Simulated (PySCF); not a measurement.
# Solvent effects on NMR parameters

Atom-mapped SMILES (the numbers label the heavy atoms): `[CH3:1][NH:2][CH2:3][CH2:4][NH2:5]`. Each H is labelled by its parent atom.

GIAO PBE0/pcSseg-1 in PySCF on one PBE0-D3(BJ)/def2-SVP conformer, non-relativistic, equivalent nuclei averaged. Solvents enter as an IEF-PCM continuum (cyclohexane with ε = 2.0, dichloromethane with ε = 8.9) around the gas-phase geometry. Shifts are referred to TMS computed in the same medium.

In cyclohexane, δ in ppm: C3 55.7, C4 44.4, C1 38.9, H(C4) 2.70, H(C1) 2.43, H(C3) 2.29, H(N5) 0.50, H(N2) 0.12. Dipole moment 0.69 D.

Problem. How does each δ change in the more polar medium?

Solution. 
| atoms | environment | Δδ, dichloromethane |
| --- | --- | --- |
| C3 | sp3 CH2 bonded to N | +0.4 |
| C4 | sp3 CH2 bonded to N | +0.3 |
| C1 | methyl carbon bonded to N | +0.2 |
| H(C4) | hydrogen on an sp3 CH2 bonded to N | +0.01 |
| H(C1) | hydrogen on a methyl carbon bonded to N | +0.01 |
| H(C3) | hydrogen on an sp3 CH2 bonded to N | 0.00 |
| H(N5) | hydrogen on an amine nitrogen | +0.18 |
| H(N2) | hydrogen on an amine nitrogen | +0.13 |

Changes are relative to cyclohexane. The dipole moment becomes 0.75 D in dichloromethane.

Problem. Which nuclei move most (in ppm), and what does the model miss?

Solution. C3 (sp3 CH2 bonded to N, +0.4 ppm) in dichloromethane. A continuum only polarises the solute; specific hydrogen bonds, the anisotropy of aromatic solvents and changes of geometry or conformer are outside it.
